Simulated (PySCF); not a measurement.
Gas-phase reaction: 4 PO + H₂O₂ = 2 HPO₃ + P₂

Energies from PySCF, thermal terms from the rigid-rotor harmonic-oscillator model, ideal gas at 1 bar. † marks an energy on the PBE0/def2-TZVP geometry and frequencies. CCSD(T) freezes the core. Open shells (unrestricted): PO (multiplicity 2); the rest are closed-shell singlets. Spin-orbit splitting is ignored; it lowers the true energy and changes the entropy of PO. HPO₃: computed as isolated molecules; such fragments, hydroxides, amides, oligomers or adducts are transient or little studied in the gas. CCSD(T) isn't extrapolated to the basis-set limit.

BLYP/def2-TZVP† gives ΔH°(298 K) = -877 kJ.

Question: What do PBE/def2-TZVP†, M06-2X/def2-TZVP†, CCSD(T)/def2-SVP† give?

Answer: PBE/def2-TZVP†: -965 kJ; M06-2X/def2-TZVP†: -1020 kJ; CCSD(T)/def2-SVP†: -858 kJ. For scale, ΔH°(298 K) is -877 kJ at this level, -993 kJ at ωB97M-V/def2-TZVP†, and runs from -1117 to -798 kJ over the 20 levels computed.
